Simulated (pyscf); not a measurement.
## Concerted two-bond exchange: H₃C–SiH(CH₃)–CH₃ → H₃C–CH₂–SiH₂–CH₃

Gas phase, singlet surface, charge 0. Bonds broken: C1–Si2, C3–H9. Bonds formed: C1–C3, Si2–H9. PySCF, gas phase, ωB97X-D3(BJ)/def2-SVP geometries.

Transition state (Å):

```xyz
14

C      0.7671    -0.5118     0.3370
Si    -1.0131     0.4465    -0.2653
C     -1.5817    -0.5924     1.0861
C     -0.4086     2.2138    -0.0858
H      0.7733    -1.5757     0.6349
H      1.3314     0.0645     1.0881
H      1.2983    -0.4664    -0.6336
H     -1.0899    -0.1262    -1.6440
H     -2.6808     0.8064    -0.1277
H     -1.9666    -1.6123     0.9375
H     -1.5563    -0.2623     2.1357
H     -0.4416     2.5086     0.9763
H     -1.0674     2.8966    -0.6453
H      0.6275     2.3321    -0.4399
```

One imaginary mode, 1271i cm⁻¹; descent along it reached the two sides named.

```tsv
bond	change	reactant side (Å)	saddle	product side
C1–Si2	breaks	1.884	2.110	2.9
C3–H9	breaks	1.102	2.154	2.8
C1–C3	forms	3.1	2.467	1.534
Si2–H9	forms	2.503	1.712	1.497
```

Electronic energies relative to the reactant's lowest minimum found (kcal/mol):

```tsv
level	barrier	reaction energy	reverse barrier
ωB97X-D3(BJ)/def2-TZVP	129.7	+13.2	116.5
PBE/def2-TZVP	117.8	+12.6	105.1
r²SCAN/def2-TZVP	121.8	+13.7	108.1
B3LYP-D3(BJ)/def2-TZVP	122.1	+12.7	109.5
PBE0-D3(BJ)/def2-TZVP	125.7	+12.8	112.9
M06-2X/def2-TZVP	129.0	+13.0	116.0
ωB97M-D3(BJ)/def2-TZVP	127.3	+13.2	114.1
HF/def2-TZVP	134.0	+11.5	122.5
```

With ωB97M-D3(BJ)/def2-TZVP energies and thermal terms (ideal gas, 1 atm, RRHO with modes under 100 cm⁻¹ raised to 100, one conformer, R ln 2 for chiral ones without a mode under 150 cm⁻¹), in kcal/mol:

| T (K) | ΔH‡ | ΔG‡ | ΔH | ΔG |
|---|---|---|---|---|
| 298 | 121.9 | 121.3 | +13.1 | +12.9 |
| 600 | 122.1 | 120.6 | +12.7 | +12.8 |
| 900 | 122.3 | 119.8 | +12.5 | +12.9 |
| 1200 | 122.2 | 118.9 | +12.5 | +13.0 |

From the product side, •H₂C–CH₃ + H₃C–SiH₂• lies, by one bond made or cut, 23.5 kcal/mol under this saddle at ωB97M-D3(BJ)/def2-TZVP. The same reactants have a lower exit, to CH₃• + H₃C–SiH•–CH₃ (no saddle counted: cutting one bond costs +96.8 kcal/mol at ωB97M-D3(BJ)/def2-TZVP, against +127.3 kcal/mol here). One saddle was located; it need not be the lowest between these sides. One closed-shell reference is unstable to symmetry breaking; treat the single-reference values with care.
